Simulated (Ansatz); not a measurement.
Relaxation of CH7BO (10 atoms, charge 0, multiplicity 1), to a largest force component of 0.03 eV/Å in at most 50 steps.

Method: RKS PBE0/def2-SVP (Ansatz 0.2.0).

```xyz
10
Properties=species:S:1:pos:R:3:forces:R:3
B 0.036 0.456 -0.384 -0.05 -0.47 0.27
O -0.007 0.019 2.177 -0.06 0.80 -0.55
H -0.910 -0.304 2.282 0.02 0.01 -0.05
C 1.436 0.016 -0.893 -0.02 -0.04 0.06
H 1.553 -1.069 -1.025 0.01 -0.01 0.00
H 1.526 0.473 -1.897 0.03 0.03 -0.08
H 2.269 0.415 -0.296 0.02 0.01 -0.02
H -0.960 -0.214 -0.562 0.02 0.04 -0.06
H -0.125 1.559 0.069 -0.04 0.39 0.01
H -0.132 0.929 1.824 0.08 -0.77 0.43
```

Question: Where does it end, and by what steps?

Answer: The run converged. The force dipped under the threshold on the way, but the program's further checks kept it going. After 16 steps the energy has fallen by 0.463 eV; H10 moved furthest, 0.86 Å. Joined: B1–O2 (2.60 → 1.71 Å).

```tsv
step	energy less start (eV)	largest force component (eV/Å)	accepted
0	0.0000	0.796	yes
1	-0.0199	2.842	yes
2	-0.1861	2.037	yes
3	-0.3664	1.082	yes
4	-0.4234	0.451	yes
5	-0.4385	0.168	yes
6	-0.4401	0.240	yes
7	-0.4420	0.271	yes
8	-0.4586	0.061	yes
9	-0.4595	0.076	yes
10	-0.4015	1.467	no
11	-0.4620	0.022	yes
12	-0.4617	0.230	no
13	-0.4627	0.042	yes
14	-0.4629	0.098	yes
15	-0.4631	0.044	yes
16	-0.4632	0.004	yes
```

```xyz
10
Properties=species:S:1:pos:R:3
B -0.091 0.400 -0.146
O -0.078 -0.075 1.497
H -0.936 0.168 1.870
C 1.370 0.060 -0.683
H 1.617 -1.013 -0.633
H 1.422 0.347 -1.748
H 2.179 0.621 -0.180
H -1.005 -0.291 -0.570
H -0.370 1.594 -0.066
H 0.579 0.469 1.955
```

The run took 32 s on 1 thread of AMD EPYC 7B13 (Zen 3), on a shared host, peak memory 0.14 GiB.
